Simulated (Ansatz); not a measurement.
`O=c1cc1`: measurement beside calculation (Ansatz, PBE0-D4/def2-TZVP geometry).

```xyz
6

O    -0.1571   -1.9780    0.5013
C    -0.0652   -0.8216    0.2083
C    -0.5245    0.5255    0.2494
C     0.5868    0.2604   -0.4484
H    -1.2035    1.3131    0.5506
H     1.3635    0.7006   -1.0610
```

Measured: 4.39 D (total dipole, along a axis (CO bond), Stark effect in microwave spectrum). Source: Rotational spectroscopy of isotopic cyclopropenone, $c$-H$_2$C$_3$O, and determination of its equilibrium structure, 2021 (arxiv:2102.03570).

| functional (def2-TZVPP) | dipole (D) | error (D) |
| --- | --- | --- |
| PBE | 3.96 | -0.43 |
| r2SCAN | 4.13 | -0.25 |
| B3LYP | 4.21 | -0.18 |
| ωB97M-V | 4.27 | -0.12 |

The measured dipole is a vibrational average; the computed one belongs to the fixed geometry.

Measured: 32040.68588 ± 0.00049 MHz (A0, main isotopolog, ground vibrational state, Watson S reduction, millimetre and submillimetre rotational spectroscopy); 7825.000761 ± 5.3e-05 MHz (B0, main isotopolog, ground vibrational state, Watson S reduction, millimetre and submillimetre rotational spectroscopy); 6280.728112 ± 5e-05 MHz (C0, main isotopolog, ground vibrational state, Watson S reduction, millimetre and submillimetre rotational spectroscopy). Source: Rotational spectroscopy of isotopic cyclopropenone, $c$-H$_2$C$_3$O, and determination of its equilibrium structure, 2021 (arxiv:2102.03570).

| constant | measured (MHz) | computed (MHz) | error (%) |
| --- | --- | --- | --- |
| A | 32041 | 32455 | 1.3 |
| B | 7825 | 7905 | 1.0 |
| C | 6281 | 6356 | 1.2 |

Computed constants are equilibrium values for the main isotopes; measured ground-state ones include zero-point motion, which usually lowers them by up to about 1 %.

B3LYP here is the variant with VWN-RPA as its local correlation; programs differ in this.
